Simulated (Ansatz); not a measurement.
Question: Predict a relaxed structure of Me2S2 (C2H6S2), charge 0, singlet, at PBE-D4/def2-SVP (Ansatz).

Answer: 
```xyz
10

C     1.127    0.150   -1.516
S     1.350   -0.822    0.019
S    -0.590   -1.380    0.495
C    -1.195    0.046    1.470
H     2.146    0.438   -1.847
H     0.646   -0.462   -2.303
H     0.537    1.070   -1.333
H    -0.558    0.212    2.361
H    -1.243    0.967    0.857
H    -2.221   -0.220    1.797
```
Point group C2 (tolerance 0.1 Å). This is one stationary point.
